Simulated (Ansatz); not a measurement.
A run of Ansatz (development build ahead of 0.2.0) on triplet N2O at this shape:

```xyz
3

N     0.2164    0.0050   -0.0423
N     1.1703   -0.1606   -0.5636
O     0.2490    3.3362    0.7305
```

Its results:

```
Converged                       : yes
Total energy                    : -183.57224 hartree
Spin squared of the determinant : 2.005
Stability test                  : minimum
```

Forces (eV/Å):
```
atom      Fx      Fy      Fz
  N1   4.169  -0.728  -2.279
  N2  -4.169   0.724   2.279
  O3   0.000   0.004   0.001
```

(1) Which input gives this output? Name the method, the orbitals and the basis set, and write the input.

## Answers

(1) UHF in def2-SVP.

```yaml
crystal:
  periodic: [false, false, false]
  atoms:
    - { symbol: "N", position_ang: [0.21639, 0.00505, -0.04232] }
    - { symbol: "N", position_ang: [1.17027, -0.16065, -0.5636] }
    - { symbol: O, position_ang: [0.24903, 3.33623, 0.73048] }
basis:
  gaussian: { orbitals: def2-SVP }
magnetization:
  spin_polarized: true
  initial_magnetization: 2
hamiltonian:
  xc: hf
output:
  forces: true
```
